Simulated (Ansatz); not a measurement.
# Energy profile

The step: SiH₄O ([OH][SiH3]) + OH → SiH₃O ([O][SiH3]) + H₂O; bonds formed: H1–O4; bonds broken: H1–O2 (atoms numbered as in the saddle structure below).

| atom | x (Å) | y (Å) | z (Å) |
| --- | --- | --- | --- |
| H1 | -0.8598 | -0.8172 | -0.6766 |
| O2 | 0.1161 | -0.2989 | -0.9476 |
| Si3 | 0.6505 | 0.8953 | 0.0742 |
| O4 | -1.4627 | -1.3659 | 0.1822 |
| H5 | -0.4498 | 1.7872 | 0.5166 |
| H6 | 1.3408 | 0.3256 | 1.2600 |
| H7 | 1.6278 | 1.6528 | -0.7519 |
| H8 | -0.9629 | -2.1789 | 0.3431 |

Electronic energies by CCSD(T) at an estimated basis limit (MP2 extrapolated from triple and quadruple zeta, plus CCSD(T) − MP2 in triple zeta), on PBE0-D4/def2-TZVP structures; SiH5O2, doublet; no counterpoise correction; spin–orbit coupling, which lowers free halogen atoms and radicals such as OH and SH, is left out. Program: Ansatz 0.2.0. Basis: def2-TZVPP and def2-QZVPP. Cores are frozen in the correlated methods; orbitals are unrestricted. Extrapolation: Hartree–Fock as exp(−7.88 √X), correlation as X^−2.97.

Give the profile in kJ/mol, counted from the separated reactants. (An estimate is asked for; the value comes from the calculation.)

The calculation gives:
```csv
point,kJ/mol
"separated: SiH4O (linked as [OH][SiH3]; H1, O2, Si3, H5, H6, H7; singlet) + OH (O4, H8; doublet)",0.0
start structure,-18.0
saddle,35.3
end structure,-17.5
"separated: H2O (H1, O4, H8; singlet) + SiH3O (linked as [O][SiH3]; O2, Si3, H5, H6, H7; doublet)",3.4
```

The T1 diagnostic stays at or below 0.031. ⟨S²⟩ of the unrestricted Hartree–Fock references: 0.76 to 0.79 (a pure state has 0.75).

Radical steps of this kind take place in plasma deposition and etching.

For scale, one of the runs: CCSD(T)/def2-TZVPP, 174 basis functions (an equivalent command: `ansatz run in.yaml --threads 4`). Hardware: 4 CPU threads, shared host. Wall time 98 s; peak host memory 3.9 GiB.
